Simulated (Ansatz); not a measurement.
A made-up structure of H3SO2 (charge +1), singlet:

O1  (-1.155, -1.037, 0.127)
S2  (0.696, 0.867, 0.100)
O3  (-0.946, 0.389, -0.499)
H4  (-0.886, -1.755, -0.474)
H5  (0.834, 1.122, 1.428)
H6  (1.814, 0.335, -0.464)
(Å)

It is relaxed with PBE-D4/def2-SVP and then PBE0-D4/def2-TZVP (Ansatz 0.2.0). Atoms count as bonded within 1.22 times the sum of their covalent radii (H–H: 0.88 Å). The end point is not checked to be a true minimum.

(1) Does its bonding change? (Judge from chemistry; the calculation decides.)

Answers

(1) Computed: No: no bond forms or breaks.

Where it ends: The first stage lowers the energy by 1.75 eV in 20 steps. It ends as H₃SO₂ ([OH][O][SH2]), total charge +1:
O1  (-0.512, -1.066, 0.056)
S2  (0.590, 1.109, -0.034)
O3  (-0.636, 0.243, -0.524)
H4  (-1.303, -1.497, -0.319)
H5  (0.582, 0.866, 1.308)
H6  (1.636, 0.266, -0.270)
(Å)

Labels in which every atom is bracketed show which atoms are joined, not bond orders.

For scale, one of the runs: PBE0-D4/def2-TZVP relaxation, 117 basis functions, launched by `ansatz run in.yaml --threads 2 --pin off --events-out ev --progress --plain --max-ram 4352MiB`. Hardware: 2 CPU threads of an Arm Neoverse V2, shared host. Wall time about 14 s.
